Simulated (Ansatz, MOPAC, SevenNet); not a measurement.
How well does each level of theory give the LO phonon frequency at L of diamond-structure Ge?

Reference value: 245 cm⁻¹ (measured, temperature not stated, no zero-point or thermal correction; as tabulated in Yang et al. (2021), arXiv:2106.07201).

```tsv
level (code)	value (cm⁻¹)	cell (Å³/atom)
PM6 semi-empirical Hartree-Fock (MOPAC)	297	22.47
SevenNet-0	171	23.76
LDA (Ansatz)	237	22.21
PBE (Ansatz)	220	23.89
revPBE (Ansatz)	215	24.39
PBE-D3(BJ) (Ansatz)	232	23.14
r²SCAN (Ansatz)	236	22.84
r²SCAN+rVV10 (Ansatz)	241	22.60
HSE06 (Ansatz)	240	22.96
r²SCANh (Ansatz)	242	22.64
Hartree–Fock (Ansatz)	[?]	23.57
```

Q: Fill in the missing entries.

A: 
- Hartree–Fock (Ansatz, an electronic-structure program), value (cm⁻¹): 255

Differences against the reference: PM6 semi-empirical Hartree-Fock (MOPAC) +21 %, SevenNet-0 -30 %, LDA -3.3 %, PBE -10.2 %, revPBE -12.2 %, PBE-D3(BJ) -5.3 %, r²SCAN -3.7 %, r²SCAN+rVV10 -1.6 %, HSE06 -2.0 %, r²SCANh -1.2 %, Hartree–Fock +4.1 %.

Once the reference is moved by up to 3.0 % (a margin picked here for doubts on the reference and the settings, and for temperature and zero-point motion) and values within 1.0 % count as equal, the nearest can be r²SCANh (-1.2 %), r²SCAN+rVV10 (-1.6 %), HSE06 (-2.0 %), LDA (-3.3 %), r²SCAN (-3.7 %) or Hartree–Fock (+4.1 %). Among them SevenNet-0 (-30 %) misses by most.

The reference isn't brought to a static lattice, while the calculations are for one, so the differences are not the levels' errors alone.  PM6 semi-empirical Hartree-Fock (MOPAC): the method was fitted mainly to molecules. PM6 semi-empirical Hartree-Fock (MOPAC): the run uses a supercell at the zone centre in place of a k mesh. LDA, PBE, revPBE, PBE-D3(BJ): the solid has no gap at this level, which affects its response. PBE-D3(BJ): the dispersion coefficients are held fixed in the derivatives. Each level is taken at its own relaxed cell. Cutoffs and k meshes differ between the levels. Ansatz's density-functional and Hartree–Fock values are scalar-relativistic unless marked +SOC, with PAW data made under PBE.

Machine-learned potentials (SevenNet-0) are trained on DFT data: a solid inside that data is no test of them.

Differences are worked out from the printed values.
